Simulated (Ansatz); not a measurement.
BH₂O, SMILES `[BH]O` radical from Hartree–Fock to CCSD(T)

Z-matrix (Å, degrees):
```
B
O 1 1.333
H 1 1.201 2 121.0
H 2 0.961 1 114.6 3 -180.0
```

Charge 0, multiplicity 2. Geometry: relaxed with PBE0-D4/def2-TZVP. Frozen core, unrestricted reference, Ansatz 0.2.0. CBS rows extrapolate triple and quadruple zeta.

```tsv
basis	HF (Eh)	MP2 corr.	CCSD corr.	(T)	CCSD(T) total
def2-SVP	-100.61044	-0.25379	?	-0.00628	?
def2-TZVPP	-100.73406	-0.31962	-0.33326	-0.01155	-101.07887
def2-QZVPP	-100.73914	-0.34467	-0.35477	-0.01311	-101.10702
CBS(def2)	-100.73984	-0.36322	-0.37070	-0.01426	-101.12480
cc-pV(D+d)Z	-100.69424	-0.25426	-0.27151	-0.00638	-100.97213
cc-pV(T+d)Z	-100.72948	?	-0.33451	-0.01173	?
cc-pV(Q+d)Z	?	-0.34580	-0.35582	-0.01313	?
CBS(cc)	-100.74007	?	-0.37098	-0.01413	?
```

Task: Fill in the withheld values. (An estimate is asked.)

Result: Ansatz gave: def2-SVP CCSD corr.: -0.27065; def2-SVP CCSD(T) total: -100.88737; cc-pV(T+d)Z MP2 corr.: -0.32124; cc-pV(T+d)Z CCSD(T) total: -101.07572; cc-pV(Q+d)Z HF (Eh): -100.73762; cc-pV(Q+d)Z CCSD(T) total: -101.10657; CBS(cc) MP2 corr.: -0.36328; CBS(cc) CCSD(T) total: -101.12518.
